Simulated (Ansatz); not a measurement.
CS: the interaction energy of a dimer with the counterpoise correction, run with Ansatz 0.2.0 through its Python package.

Script `cs_dimer.py`:
```python
import ansatz

FIRST = [
    ("C", (0.6953, 0.0, 0.0)),
    ("S", (-0.6953, 0.0, 0.0)),
]
SECOND = [
    ("C", (1.6901, 2.0536, -1.5023)),
    ("S", (2.7565, 1.2656, -1.9213)),
]

def energy(atoms, ghosts=()):
    molecule = ansatz.Crystal.molecule()
    for symbol, xyz in atoms:
        molecule = molecule.atom(symbol, xyz)
    calc = (
        molecule.calculation()
        .basis(gaussian="def2-SVPD")
        .correlation("mp2", electrons="valence")
        .scf(lower_state_search="off")
    )
    deck = calc.input()
    if ghosts:
        deck = deck.set(ansatz.key.basis.gaussian.ghost_atoms, [{"symbol": s, "position_ang": list(xyz)} for s, xyz in ghosts])
    return ansatz.Session.from_dict(deck).plan().execute().report["free_energy_ev"]


def main() -> None:
    both = energy(FIRST + SECOND)
    alone = energy(FIRST) + energy(SECOND)
    ghosted = energy(FIRST, SECOND) + energy(SECOND, FIRST)
    print(f"dimer {both:.6f} eV")
    print(f"interaction, uncorrected   {23.060548 * (both - alone):8.3f} kcal/mol")
    print(f"interaction, counterpoise  {23.060548 * (both - ghosted):8.3f} kcal/mol")
    print(f"basis-set superposition    {23.060548 * (alone - ghosted):8.3f} kcal/mol")


if __name__ == "__main__":
    main()
```

How large is the interaction at this pose, and how much of it is basis-set superposition?

Uncorrected it is 1.505 kcal/mol, with the counterpoise correction 3.611 kcal/mol; the difference, 2.11 kcal/mol, is the superposition error. In this basis both values are repulsive.

The run itself:

```console
$ python cs_dimer.py
dimer -23695.068902 eV
interaction, uncorrected      1.505 kcal/mol
interaction, counterpoise     3.611 kcal/mol
basis-set superposition       2.106 kcal/mol
```

Reading the output:
- These settings explore the input space; basis and method may be short of convergence.
- The dimer is a generated trial pose of unrelaxed monomers, not a minimum, so the figure is no binding energy, and the basis set is small.
- Wall time of the script: 2.4 s on 1 thread of Arm Neoverse V2, on a shared host, peak memory 0.2 GiB.

(Lines on the test bed's own set-up are left out of the output.)
